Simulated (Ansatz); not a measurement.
We consider fcc Cu, described by PBEsol-D3(BJ) (PAW; Ansatz, a quantum-chemistry and plane-wave program).

Numerical settings: plane-wave cutoff 520 eV, 26×26×26 k mesh, Fermi–Dirac smearing 0.05 eV, no spin polarisation, scalar-relativistic PAW data made under PBE.

Cell (relaxed at this level):

```
CELL_PARAMETERS angstrom
      0.00000     1.75481     1.75481
      1.75481     0.00000     1.75481
      1.75481     1.75481     0.00000
ATOMIC_POSITIONS crystal
  Cu 0.00000 0.00000 0.00000
```

Question: What does this level give for the bulk modulus and pressure derivative B′ of the bulk modulus?

Answer: 
- bulk modulus = 193 GPa
- pressure derivative B′ of the bulk modulus = 5.0

The run finds no gap.

Measured, for comparison: bulk modulus 144 GPa (0 K value with the zero-point phonon effect removed, our sources range from 140 to 145; as tabulated in Mejia-Rodriguez and Trickey (2018), arXiv:1807.09216). Computed (rounded) less measured: bulk modulus +34 % (+33 % to +38 % over the range).

Static lattice: no zero-point or thermal effects.
